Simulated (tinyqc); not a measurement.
Worked calculation: extended Hueckel theory, for CH3+. The parameters take no account of the charge, which enters only through the electron count. Computed by tinyqc, a small Python program that keeps every step (integrals from PySCF). Settings: charge = 1, K = 1.5, multiplicity = 1. Command: `OMP_NUM_THREADS=1 python tinyqc.py 22197 22198 out.jsonl` (the two numbers bound the seeds that draw the settings). One thread of a shared host (Intel(R) Xeon(R) Processor @ 2.60GHz), about 0.01 s of CPU time with the checks.

## Overlaps

Geometry (angstrom):
```
atom          x          y         z
C      0.000000   0.000000  0.053000
H      1.022000   0.000000  0.000000
H     -0.511000   0.885000  0.000000
H     -0.511000  -0.885000  0.000000
```

Parameters chosen for this run:
```
element  shell  Slater exponent   H_ii (eV)
C           2s         1.625000  -21.400000
C           2p         1.625000  -11.400000
H           1s         1.300000  -13.600000
```

Slater orbitals, each expanded in six Gaussians scaled to its exponent.

overlap S, order 1C 2s, 1C 2px, 1C 2py, 1C 2pz, 2H 1s, 3H 1s, 4H 1s:
$$\begin{pmatrix}
1.000000 & 0.000000 & 0.000000 & 0.000000 & 0.530258 & 0.530297 & 0.530297 \\
0.000000 & 1.000000 & 0.000000 & 0.000000 & 0.512344 & -0.256199 & -0.256199 \\
0.000000 & 0.000000 & 1.000000 & 0.000000 & 0.000000 & 0.443711 & -0.443711 \\
0.000000 & 0.000000 & 0.000000 & 1.000000 & -0.026570 & -0.026572 & -0.026572 \\
0.530258 & 0.512344 & 0.000000 & -0.026570 & 1.000000 & 0.150604 & 0.150604 \\
0.530297 & -0.256199 & 0.443711 & -0.026572 & 0.150604 & 1.000000 & 0.150633 \\
0.530297 & -0.256199 & -0.443711 & -0.026572 & 0.150604 & 0.150633 & 1.000000
\end{pmatrix}$$

## Wolfsberg-Helmholz matrix

diagonal H_ii (eV): 1C 2s -21.400000, 1C 2px -11.400000, 1C 2py -11.400000, 1C 2pz -11.400000, 2H 1s -13.600000, 3H 1s -13.600000, 4H 1s -13.600000

K = 1.500000

H_ij = K' S_ij (H_ii + H_jj)/2 for i != j (the diagonal keeps H_ii), with K' = 1.5.

H (eV), order 1C 2s, 1C 2px, 1C 2py, 1C 2pz, 2H 1s, 3H 1s, 4H 1s:
$$\begin{pmatrix}
-21.400000 & 0.000000 & 0.000000 & 0.000000 & -13.919285 & -13.920305 & -13.920305 \\
0.000000 & -11.400000 & 0.000000 & 0.000000 & -9.606445 & 4.803731 & 4.803731 \\
0.000000 & 0.000000 & -11.400000 & 0.000000 & 0.000000 & -8.319573 & 8.319573 \\
0.000000 & 0.000000 & 0.000000 & -11.400000 & 0.498182 & 0.498234 & 0.498234 \\
-13.919285 & -9.606445 & 0.000000 & 0.498182 & -13.600000 & -3.072319 & -3.072319 \\
-13.920305 & 4.803731 & -8.319573 & 0.498234 & -3.072319 & -13.600000 & -3.072906 \\
-13.920305 & 4.803731 & 8.319573 & 0.498234 & -3.072319 & -3.072906 & -13.600000
\end{pmatrix}$$

## Orbitals

valence electrons = 6

Solve H C = S C e through S^(-1/2); fill by pairs from the bottom, a degenerate level sharing its electrons equally; each orbital has its largest coefficient positive (the first on a tie).

orbital energies (eV): [-22.579679, -14.699518, -14.699398, -11.408335, 2.749889, 2.750667, 15.559680]

occupations: [2.000000, 2.000000, 2.000000, 0.000000, 0.000000, 0.000000, 0.000000]

coefficients, order 1C 2s, 1C 2px, 1C 2py, 1C 2pz, 2H 1s, 3H 1s, 4H 1s:
$$\begin{pmatrix}
0.744939 & 0.000010 & 0.000000 & 0.033609 & 0.000272 & 0.000000 & 1.515243 \\
0.000005 & 0.496256 & 0.000000 & -0.000001 & 1.271990 & 0.000000 & -0.000370 \\
0.000000 & 0.000000 & 0.496275 & 0.000000 & 0.000000 & 1.271989 & 0.000000 \\
0.004110 & 0.000001 & 0.000000 & 0.998668 & -0.000016 & 0.000000 & -0.085417 \\
0.150496 & 0.526004 & 0.000000 & -0.014224 & -1.089432 & 0.000000 & -0.841665 \\
0.150509 & -0.262988 & 0.455520 & -0.014222 & 0.544462 & -0.943363 & -0.842142 \\
0.150509 & -0.262988 & -0.455520 & -0.014222 & 0.544462 & 0.943363 & -0.842142
\end{pmatrix}$$

sum of one-electron energies = -103.957191 eV

Within a degenerate level the vectors are fixed only up to a rotation; this is one choice.

## Mulliken analysis

P = C n C^T; charge = valence electrons (C 4, H 1) minus the sum of (P S)_ii on the atom; overlap population = 2 sum P_ij S_ij between two atoms.

charges: 1C 0.745909, 2H 0.084685, 3H 0.084703, 4H 0.084703

Overlap populations:
```
pair      value
2-1    0.772690
3-1    0.772728
3-2   -0.069688
4-1    0.772728
4-2   -0.069688
4-3   -0.069703
```
